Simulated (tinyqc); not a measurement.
Worked calculation (part 1 of 2): CCD on RHF in the sto-3g basis, for H2O, spin multiplicity 1. Computed by tinyqc, a small Python program that keeps every step (integrals from PySCF). Settings: charge = 0, multiplicity = 1, basis = sto-3g, method = RHF, energy threshold = 1e-10, iteration cap = 69, orthogonalisation = symmetric, start = core, DIIS depth = 6, amplitude equations = CCD, DIIS depth for amplitudes = 6, cap on updates = 58. Command: `OMP_NUM_THREADS=1 python tinyqc.py 24981 24982 out.jsonl` (the two numbers bound the seeds that draw the settings). One thread of a shared host (Intel(R) Xeon(R) Processor @ 2.60GHz), about 0.1 s of CPU time with the checks. The early iterations of the SCF are left out here.

## One-electron integrals

Geometry (angstrom):
```
atom         x          y         z
O     0.000000   0.000000  0.000000
H     0.000000   0.904000  0.656000
H     0.000000  -0.904000  0.656000
```

Basis sto-3g: exponents (1/bohr^2) and contraction coefficients of normalised primitives:
```
element  l (shell)    exponent  coefficient
O            s (1)  130.709320     0.154329
O            s (1)   23.808861     0.535328
O            s (1)    6.443608     0.444635
O            s (2)    5.033151    -0.099967
O            s (2)    1.169596     0.399513
O            s (2)    0.380389     0.700115
O            p (3)    5.033151     0.155916
O            p (3)    1.169596     0.607684
O            p (3)    0.380389     0.391957
H            s (1)    3.425251     0.154329
H            s (1)    0.623914     0.535328
H            s (1)    0.168855     0.444635
```

Overlap, kinetic and nuclear-attraction integrals over the contracted functions; the nuclear repulsion is the sum of Za Zb / Rab.

nuclear repulsion = 7.87308065 hartree

overlap S, order 1O 1s, 1O 2s, 1O 2px, 1O 2py, 1O 2pz, 2H 1s, 3H 1s:
```
[[1.000000, 0.236704, 0.000000, 0.000000, 0.000000, 0.036889, 0.036889],
 [0.236704, 1.000000, 0.000000, 0.000000, 0.000000, 0.376341, 0.376341],
 [0.000000, 0.000000, 1.000000, 0.000000, 0.000000, 0.000000, 0.000000],
 [0.000000, 0.000000, 0.000000, 1.000000, 0.000000, 0.270452, -0.270452],
 [0.000000, 0.000000, 0.000000, 0.000000, 1.000000, 0.196257, 0.196257],
 [0.036889, 0.376341, 0.000000, 0.270452, 0.196257, 1.000000, 0.162061],
 [0.036889, 0.376341, 0.000000, -0.270452, 0.196257, 0.162061, 1.000000]]
```

kinetic energy T (hartree), order 1O 1s, 1O 2s, 1O 2px, 1O 2py, 1O 2pz, 2H 1s, 3H 1s:
```
[[29.003200, -0.168011, 0.000000, 0.000000, 0.000000, -0.008650, -0.008650],
 [-0.168011, 0.808128, 0.000000, 0.000000, 0.000000, 0.064929, 0.064929],
 [0.000000, 0.000000, 2.528731, 0.000000, 0.000000, 0.000000, 0.000000],
 [0.000000, 0.000000, 0.000000, 2.528731, 0.000000, 0.143063, -0.143063],
 [0.000000, 0.000000, 0.000000, 0.000000, 2.528731, 0.103815, 0.103815],
 [-0.008650, 0.064929, 0.000000, 0.143063, 0.103815, 0.760032, -0.006402],
 [-0.008650, 0.064929, 0.000000, -0.143063, 0.103815, -0.006402, 0.760032]]
```

nuclear attraction V (hartree), order 1O 1s, 1O 2s, 1O 2px, 1O 2py, 1O 2pz, 2H 1s, 3H 1s:
```
[[-61.566004, -7.407368, 0.000000, 0.000000, -0.013392, -1.181991, -1.181991],
 [-7.407368, -9.995097, 0.000000, 0.000000, -0.164158, -2.880958, -2.880958],
 [0.000000, 0.000000, -9.864185, 0.000000, 0.000000, 0.000000, 0.000000],
 [0.000000, 0.000000, 0.000000, -9.977559, 0.000000, -1.821835, 1.821835],
 [-0.013392, -0.164158, 0.000000, 0.000000, -9.923886, -1.363980, -1.363980],
 [-1.181991, -2.880958, 0.000000, -1.821835, -1.363980, -5.235718, -0.949598],
 [-1.181991, -2.880958, 0.000000, 1.821835, -1.363980, -0.949598, -5.235718]]
```

core Hamiltonian H = T + V (hartree), order 1O 1s, 1O 2s, 1O 2px, 1O 2py, 1O 2pz, 2H 1s, 3H 1s:
```
[[-32.562804, -7.575379, 0.000000, 0.000000, -0.013392, -1.190641, -1.190641],
 [-7.575379, -9.186969, 0.000000, 0.000000, -0.164158, -2.816028, -2.816028],
 [0.000000, 0.000000, -7.335454, 0.000000, 0.000000, 0.000000, 0.000000],
 [0.000000, 0.000000, 0.000000, -7.448827, 0.000000, -1.678772, 1.678772],
 [-0.013392, -0.164158, 0.000000, 0.000000, -7.395155, -1.260165, -1.260165],
 [-1.190641, -2.816028, 0.000000, -1.678772, -1.260165, -4.475686, -0.955999],
 [-1.190641, -2.816028, 0.000000, 1.678772, -1.260165, -0.955999, -4.475686]]
```

## Two-electron integrals

Functions are numbered as in S; the eight-fold symmetry (ij|kl) = (ji|kl) = (kl|ij) leaves the list below.

Two-electron integrals (ij|kl) in chemists' order, unique and non-zero (hartree):
```
(11|11) 4.785065    (21|11) 0.741380    (21|21) 0.136873    (22|11) 1.118947
(22|21) 0.256633    (22|22) 0.817206    (31|31) 0.024477    (32|31) 0.037809
(32|32) 0.180518    (33|11) 1.115814    (33|21) 0.256684    (33|22) 0.817023
(33|33) 0.880159    (41|41) 0.024477    (42|41) 0.037809    (42|42) 0.180518
(43|43) 0.047444    (44|11) 1.115814    (44|21) 0.256684    (44|22) 0.817023
(44|33) 0.785270    (44|44) 0.880159    (51|51) 0.024477    (52|51) 0.037809
(52|52) 0.180518    (53|53) 0.047444    (54|54) 0.047444    (55|11) 1.115814
(55|21) 0.256684    (55|22) 0.817023    (55|33) 0.785270    (55|44) 0.785270
(55|55) 0.880159    (61|11) 0.116939    (61|21) 0.021424    (61|22) 0.039967
(61|33) 0.039889    (61|41) 0.000794    (61|42) 0.001496    (61|44) 0.040047
(61|51) 0.000576    (61|52) 0.001086    (61|54) 0.000115    (61|55) 0.039972
(61|61) 0.003396    (62|11) 0.303801    (62|21) 0.070636    (62|22) 0.251401
(62|33) 0.246984    (62|41) 0.004299    (62|42) 0.033774    (62|44) 0.255502
(62|51) 0.003119    (62|52) 0.024508    (62|54) 0.006181    (62|55) 0.251469
(62|61) 0.011290    (62|62) 0.098292    (63|31) 0.007152    (63|32) 0.042498
(63|43) 0.006892    (63|53) 0.005001    (63|63) 0.013522    (64|11) 0.183731
(64|21) 0.043247    (64|22) 0.164327    (64|33) 0.156990    (64|41) 0.009446
(64|42) 0.063231    (64|44) 0.176041    (64|51) 0.001665    (64|52) 0.015045
(64|54) 0.008823    (64|55) 0.159763    (64|61) 0.007196    (64|62) 0.078085
(64|64) 0.074842    (65|11) 0.133327    (65|21) 0.031383    (65|22) 0.119246
(65|33) 0.113922    (65|41) 0.001665    (65|42) 0.015045    (65|44) 0.117744
(65|51) 0.008360    (65|52) 0.053416    (65|54) 0.009666    (65|55) 0.125937
(65|61) 0.005222    (65|62) 0.056664    (65|64) 0.044497    (65|65) 0.045812
(66|11) 0.464244    (66|21) 0.109676    (66|22) 0.449272    (66|33) 0.431690
(66|41) 0.008144    (66|42) 0.089742    (66|44) 0.465875    (66|51) 0.005910
(66|52) 0.065122    (66|54) 0.024807    (66|55) 0.449692    (66|61) 0.017655
(66|62) 0.227847    (66|64) 0.206554    (66|65) 0.149888    (66|66) 0.774606
(71|11) 0.116939    (71|21) 0.021424    (71|22) 0.039967    (71|33) 0.039889
(71|41) -0.000794   (71|42) -0.001496   (71|44) 0.040047    (71|51) 0.000576
(71|52) 0.001086    (71|54) -0.000115   (71|55) 0.039972    (71|61) 0.003341
(71|62) 0.010915    (71|64) 0.006401    (71|65) 0.005054    (71|66) 0.016917
(71|71) 0.003396    (72|11) 0.303801    (72|21) 0.070636    (72|22) 0.251401
(72|33) 0.246984    (72|41) -0.004299   (72|42) -0.033774   (72|44) 0.255502
(72|51) 0.003119    (72|52) 0.024508    (72|54) -0.006181   (72|55) 0.251469
(72|61) 0.010915    (72|62) 0.077425    (72|64) 0.042873    (72|65) 0.043316
(72|66) 0.144019    (72|71) 0.011290    (72|72) 0.098292    (73|31) 0.007152
(73|32) 0.042498    (73|43) -0.006892   (73|53) 0.005001    (73|63) 0.010231
(73|73) 0.013522    (74|11) -0.183731   (74|21) -0.043247   (74|22) -0.164327
(74|33) -0.156990   (74|41) 0.009446    (74|42) 0.063231    (74|44) -0.176041
(74|51) -0.001665   (74|52) -0.015045   (74|54) 0.008823    (74|55) -0.159763
(74|61) -0.006401   (74|62) -0.042873   (74|64) -0.014032   (74|65) -0.023521
(74|66) -0.072916   (74|71) -0.007196   (74|72) -0.078085   (74|74) 0.074842
(75|11) 0.133327    (75|21) 0.031383    (75|22) 0.119246    (75|33) 0.113922
(75|41) -0.001665   (75|42) -0.015045   (75|44) 0.117744    (75|51) 0.008360
(75|52) 0.053416    (75|54) -0.009666   (75|55) 0.125937    (75|61) 0.005054
(75|62) 0.043316    (75|64) 0.023521    (75|65) 0.034104    (75|66) 0.087679
(75|71) 0.005222    (75|72) 0.056664    (75|74) -0.044497   (75|75) 0.045812
(76|11) 0.094733    (76|21) 0.022230    (76|22) 0.085943    (76|33) 0.083974
(76|44) 0.085782    (76|51) 0.001535    (76|52) 0.014407    (76|55) 0.087976
(76|61) 0.003512    (76|62) 0.033115    (76|64) 0.022922    (76|65) 0.021486
(76|66) 0.079848    (76|71) 0.003512    (76|72) 0.033115    (76|74) -0.022922
(76|75) 0.021486    (76|76) 0.014001    (77|11) 0.464244    (77|21) 0.109676
(77|22) 0.449272    (77|33) 0.431690    (77|41) -0.008144   (77|42) -0.089742
(77|44) 0.465875    (77|51) 0.005910    (77|52) 0.065122    (77|54) -0.024807
(77|55) 0.449692    (77|61) 0.016917    (77|62) 0.144019    (77|64) 0.072916
(77|65) 0.087679    (77|66) 0.290694    (77|71) 0.017655    (77|72) 0.227847
(77|74) -0.206554   (77|75) 0.149888    (77|76) 0.079848    (77|77) 0.774606
```

## Orthogonalisation

S = U s U^T; symmetric (Loewdin) form X = U s^(-1/2) U^T, so that X^T S X = 1.

eigenvalues of S: [0.445211, 0.528004, 0.889289, 1.000000, 1.096064, 1.309935, 1.731497]

X, order 1O 1s, 1O 2s, 1O 2px, 1O 2py, 1O 2pz, 2H 1s, 3H 1s:
```
[[1.023579, -0.136270, 0.000000, 0.000000, -0.006890, 0.018771, 0.018771],
 [-0.136270, 1.150662, 0.000000, 0.000000, 0.065597, -0.216225, -0.216225],
 [0.000000, 0.000000, 1.000000, 0.000000, 0.000000, 0.000000, 0.000000],
 [0.000000, 0.000000, 0.000000, 1.072892, 0.000000, -0.173794, 0.173794],
 [-0.006890, 0.065597, 0.000000, 0.000000, 1.033424, -0.110591, -0.110591],
 [0.018771, -0.216225, 0.000000, -0.173794, -0.110591, 1.121814, -0.055219],
 [0.018771, -0.216225, 0.000000, 0.173794, -0.110591, -0.055219, 1.121814]]
```

## Starting guess

The start is the orbitals of the core Hamiltonian; D = 2 C_occ C_occ^T.

D at the start, order 1O 1s, 1O 2s, 1O 2px, 1O 2py, 1O 2pz, 2H 1s, 3H 1s:
```
[[2.129588, -0.567234, 0.000000, 0.000000, -0.035838, 0.065214, 0.065214],
 [-0.567234, 2.478330, 0.000000, 0.000000, 0.206949, -0.280026, -0.280026],
 [0.000000, 0.000000, 2.000000, 0.000000, 0.000000, 0.000000, 0.000000],
 [0.000000, 0.000000, 0.000000, 2.251256, 0.000000, -0.290211, 0.290211],
 [-0.035838, 0.206949, 0.000000, 0.000000, 2.115610, -0.185745, -0.185745],
 [0.065214, -0.280026, 0.000000, -0.290211, -0.185745, 0.081617, 0.006794],
 [0.065214, -0.280026, 0.000000, 0.290211, -0.185745, 0.006794, 0.081617]]
```

## Iteration 8 (converged): orbitals

converged F (hartree), order 1O 1s, 1O 2s, 1O 2px, 1O 2py, 1O 2pz, 2H 1s, 3H 1s:
```
[[-20.251645, -5.163024, 0.000000, 0.000000, -0.025021, -0.819699, -0.819699],
 [-5.163024, -2.404314, 0.000000, 0.000000, -0.066600, -0.777206, -0.777206],
 [0.000000, 0.000000, -0.384582, 0.000000, 0.000000, 0.000000, 0.000000],
 [0.000000, 0.000000, 0.000000, -0.225132, 0.000000, -0.360056, 0.360056],
 [-0.025021, -0.066600, 0.000000, 0.000000, -0.266412, -0.307898, -0.307898],
 [-0.819699, -0.777206, 0.000000, -0.360056, -0.307898, -0.400383, -0.225303],
 [-0.819699, -0.777206, 0.000000, 0.360056, -0.307898, -0.225303, -0.400383]]
```

Diagonalise F' = X^T F X, C = X C', fill 5 alpha and 5 beta electrons from the bottom; D = 2 C_occ C_occ^T. Each column has its largest component positive (the first on a tie).

F' = X^T F X (hartree):
```
[[-19.877370, -2.684485, 0.000000, 0.000000, -0.051713, -0.087701, -0.087701],
 [-2.684485, -1.315216, 0.000000, 0.000000, 0.097435, -0.395407, -0.395407],
 [0.000000, 0.000000, -0.384582, 0.000000, 0.000000, 0.000000, 0.000000],
 [0.000000, 0.000000, 0.000000, -0.001178, 0.000000, -0.398647, 0.398647],
 [-0.051713, 0.097435, 0.000000, 0.000000, -0.154327, -0.287247, -0.287247],
 [-0.087701, -0.395407, 0.000000, -0.398647, -0.287247, -0.022343, -0.060801],
 [-0.087701, -0.395407, 0.000000, 0.398647, -0.287247, -0.060801, -0.022343]]
```

orbital energies (hartree): [-20.259902, -1.200736, -0.545480, -0.425138, -0.384582, 0.455719, 0.582759]

coefficients C, order 1O 1s, 1O 2s, 1O 2px, 1O 2py, 1O 2pz, 2H 1s, 3H 1s:
```
[[0.994457, -0.240068, 0.000000, 0.090577, 0.000000, -0.110696, 0.000000],
 [0.023912, 0.891726, 0.000000, -0.463660, 0.000000, 0.655495, 0.000000],
 [0.000000, 0.000000, 0.000000, 0.000000, 1.000000, 0.000000, 0.000000],
 [0.000000, 0.000000, 0.601146, 0.000000, 0.000000, 0.000000, 0.922025],
 [0.002969, 0.079170, 0.000000, 0.756280, 0.000000, 0.720098, 0.000000],
 [-0.004481, 0.142489, 0.453056, 0.331135, 0.000000, -0.705815, -0.719478],
 [-0.004481, 0.142489, -0.453056, 0.331135, 0.000000, -0.705815, 0.719478]]
```

D after iteration 8, order 1O 1s, 1O 2s, 1O 2px, 1O 2py, 1O 2pz, 2H 1s, 3H 1s:
```
[[2.109563, -0.464585, 0.000000, 0.000000, 0.104895, -0.017340, -0.017340],
 [-0.464585, 2.021454, 0.000000, 0.000000, -0.559976, -0.053160, -0.053160],
 [0.000000, 0.000000, 2.000000, 0.000000, 0.000000, 0.000000, 0.000000],
 [0.000000, 0.000000, 0.000000, 0.722754, 0.000000, 0.544706, -0.544706],
 [0.104895, -0.559976, 0.000000, 0.000000, 1.156472, 0.523397, 0.523397],
 [-0.017340, -0.053160, 0.000000, 0.544706, 0.523397, 0.670467, -0.150571],
 [-0.017340, -0.053160, 0.000000, -0.544706, 0.523397, -0.150571, 0.670467]]
```

## Convergence

Stop when the energy changes by less than 1e-10 hartree and every element of the error matrix X^T (F D S - S D F) X is below 3e-06.

Course of the cycle:
```
iteration   E (hartree)     change  largest element of the error matrix
1          -73.29632853          -                             5.51e-01
2          -74.80874613  -1.51e+00                             2.57e-01
3          -74.92871695  -1.20e-01                             4.93e-02
4          -74.93229179  -3.57e-03                             1.10e-02
5          -74.93256441  -2.73e-04                             2.83e-03
6          -74.93259668  -3.23e-05                             2.72e-04
7          -74.93259681  -1.26e-07                             2.26e-06
8          -74.93259681  -1.22e-11                             1.05e-07
```

PySCF RHF in the same basis = -74.93259681 hartree

Converged in 8 iterations.

## Populations, bond orders and dipole

Mulliken: Z minus the diagonal of D S on the atom; Loewdin: the same with S^(1/2) D S^(1/2); Mayer order: 2 sum_s sum (D(s) S)_ij (D(s) S)_ji over the two atoms.

Charges (e):
```
atom   Mulliken    Loewdin
1O    -0.249087  -0.182865
2H     0.124544   0.091432
3H     0.124544   0.091432
```

Mayer bond orders:
```
pair     order
2-1   0.973006
3-1   0.973006
3-2   0.011483
```

dipole moment about the origin, x y z (debye): [0.000000, 0.000000, 1.492421]

## Integrals over molecular orbitals

(pq|rs) = sum C_ip C_jq C_kr C_ls (ij|kl), one index at a time.

one-electron integrals over orbitals h = C^T H C (hartree):
```
[[-32.546230, 0.570395, 0.000000, -0.201443, 0.000000, 0.254903, 0.000000],
 [0.570395, -7.553297, 0.000000, 0.523658, 0.000000, -1.200989, 0.000000],
 [0.000000, 0.000000, -5.965606, 0.000000, 0.000000, 0.000000, -1.784457],
 [-0.201443, 0.523658, 0.000000, -6.589254, 0.000000, -1.316354, 0.000000],
 [0.000000, 0.000000, 0.000000, 0.000000, -7.335454, 0.000000, 0.000000],
 [0.254903, -1.200989, 0.000000, -1.316354, 0.000000, -5.245169, 0.000000],
 [0.000000, 0.000000, -1.784457, 0.000000, 0.000000, 0.000000, -5.521758]]
```

Two-electron integrals over orbitals (pq|rs), unique and non-zero (hartree):
```
(11|11) 4.746810    (21|11) -0.429946   (21|21) 0.061516    (22|11) 1.021595
(22|21) -0.015448   (22|22) 0.723423    (31|31) 0.010373    (32|31) 0.016537
(32|32) 0.129805    (33|11) 0.754911    (33|21) -0.004651   (33|22) 0.610773
(33|33) 0.588762    (41|11) 0.160642    (41|21) -0.021241   (41|22) 0.012003
(41|33) 0.005338    (41|41) 0.024106    (42|11) -0.144940   (42|21) 0.007843
(42|22) -0.025275   (42|33) 0.004269    (42|41) 0.019014    (42|42) 0.130184
(43|31) -0.002285   (43|32) 0.029052    (43|43) 0.055460    (44|11) 0.938875
(44|21) -0.011253   (44|22) 0.663235    (44|33) 0.563270    (44|41) -0.008927
(44|42) -0.094893   (44|44) 0.705677    (51|51) 0.025964    (52|51) 0.033290
(52|52) 0.150875    (53|53) 0.026005    (54|51) -0.011582   (54|52) -0.042954
(54|54) 0.047947    (55|11) 1.115358    (55|21) -0.012175   (55|22) 0.755156
(55|33) 0.597549    (55|41) 0.004511    (55|42) -0.078646   (55|44) 0.692689
(55|55) 0.880159    (61|11) -0.198097   (61|21) 0.030040    (61|22) -0.002548
(61|33) 0.000434    (61|41) 0.003038    (61|42) 0.020528    (61|44) -0.015410
(61|55) -0.005398   (61|61) 0.025417    (62|11) 0.265040    (62|21) -0.006231
(62|22) 0.129832    (62|33) 0.063404    (62|41) 0.018275    (62|42) 0.032944
(62|44) 0.064774    (62|55) 0.140680    (62|61) 0.009509    (62|62) 0.093694
(63|31) 0.002393    (63|32) -0.039914   (63|43) -0.039475   (63|63) 0.078301
(64|11) 0.268720    (64|21) -0.003485   (64|22) 0.128001    (64|33) 0.047408
(64|41) 0.001637    (64|42) -0.045009   (64|44) 0.132121    (64|55) 0.149082
(64|61) -0.001385   (64|62) 0.061317    (64|64) 0.095993    (65|51) 0.013162
(65|52) 0.051521    (65|54) 0.005682    (65|65) 0.034065    (66|11) 0.770365
(66|21) -0.007341   (66|22) 0.587284    (66|33) 0.544554    (66|41) 0.017639
(66|42) 0.048573    (66|44) 0.539740    (66|55) 0.572236    (66|61) 0.008465
(66|62) 0.088896    (66|64) 0.051870    (66|66) 0.575403    (71|31) 0.014291
(71|32) 0.021731    (71|43) -0.003202   (71|63) 0.002787    (71|71) 0.019720
(72|31) 0.014831    (72|32) 0.055701    (72|43) -0.028839   (72|63) 0.029167
(72|71) 0.019535    (72|72) 0.069016    (73|11) 0.371867    (73|21) -0.006962
(73|22) 0.167153    (73|33) 0.088282    (73|41) -0.000197   (73|42) -0.075045
(73|44) 0.145408    (73|55) 0.203926    (73|61) -0.005531   (73|62) 0.068621
(73|64) 0.100102    (73|66) 0.043849    (73|73) 0.158942    (74|31) -0.007959
(74|32) -0.071027   (74|43) -0.013406   (74|63) 0.055715    (74|71) -0.010981
(74|72) -0.017635   (74|74) 0.069808    (75|53) 0.023948    (75|75) 0.025453
(76|31) 0.007611    (76|32) 0.086722    (76|43) 0.062942    (76|63) -0.069689
(76|71) 0.010263    (76|72) -0.002714   (76|74) -0.059959   (76|76) 0.113900
(77|11) 0.843265    (77|21) -0.009072   (77|22) 0.609308    (77|33) 0.579992
(77|41) 0.003575    (77|42) -0.020150   (77|44) 0.580166    (77|55) 0.610998
(77|61) -0.003852   (77|62) 0.061385    (77|64) 0.052900    (77|66) 0.546371
(77|73) 0.099662    (77|77) 0.596772
```

## CCD: starting amplitudes

t_ij^ab = <ij||ab> / (e_i + e_j - e_a - e_b), whose energy is MP2.

Starting amplitudes (spin orbitals 1a, 1b, ...; amplitudes related by a flip of all spins are not repeated; the 24 largest):
```
from      to          t
3a 3b  7a 7b  -0.070438
4a 4b  6a 6b  -0.054488
3a 4b  6b 7a   0.049824
3a 3b  6a 6b  -0.039104
4a 4b  7a 7b  -0.034630
2a 2b  6a 6b  -0.028282
3a 4b  6a 7b  -0.027731
2a 3b  6a 7b  -0.024642
2a 4b  6a 6b  -0.024166
3a 4a  6a 7a   0.022093
5a 5b  6a 6b  -0.020270
2a 2b  7a 7b  -0.019349
2a 3a  6a 7a  -0.014168
5a 5b  7a 7b  -0.013156
2a 3b  6b 7a   0.010474
2a 4b  7a 7b   0.006318
1a 2b  7a 7b  -0.000863
1a 1b  6a 6b  -0.000613
1a 4b  7a 7b   0.000503
1a 1b  7a 7b  -0.000473
1a 2b  6a 6b  -0.000425
1a 3a  6a 7a   0.000381
1a 3b  6a 7b   0.000253
1a 3b  6b 7a   0.000128
```

correlation energy = -0.05032752 hartree

## CCD: amplitude update 1

t_ij^ab D_ij^ab are set to the remaining terms of the spin-orbital equations, evaluated with the old amplitudes; for the doubles these are <ij||ab> + 1/2 <ab||ef> t_ij^ef + 1/2 <mn||ij> t_mn^ab + P(ij)P(ab) <mb||ej> t_im^ae + terms in t^2, D the orbital-energy denominators.

Amplitudes after update 1 (spin orbitals 1a, 1b, ...; amplitudes related by a flip of all spins are not repeated; the 24 largest):
```
from      to          t
3a 3b  7a 7b  -0.089436
4a 4b  6a 6b  -0.069889
3a 4b  6b 7a   0.064713
3a 3b  6a 6b  -0.054657
4a 4b  7a 7b  -0.046805
3a 4b  6a 7b  -0.043161
2a 4b  6a 6b  -0.034258
2a 2b  6a 6b  -0.031297
2a 3b  6a 7b  -0.030831
5a 5b  6a 6b  -0.024781
3a 4a  6a 7a   0.021553
2a 2b  7a 7b  -0.020992
2a 3b  6b 7a   0.017375
5a 5b  7a 7b  -0.014412
2a 3a  6a 7a  -0.013456
2a 4b  7a 7b   0.005459
1a 2b  7a 7b  -0.000801
1a 1b  6a 6b  -0.000515
1a 4b  7a 7b   0.000438
1a 1b  7a 7b  -0.000387
1a 3a  6a 7a   0.000379
1a 2b  6a 6b  -0.000373
1a 3b  6a 7b   0.000200
1a 3b  6b 7a   0.000179
```

correlation energy = -0.06452012 hartree
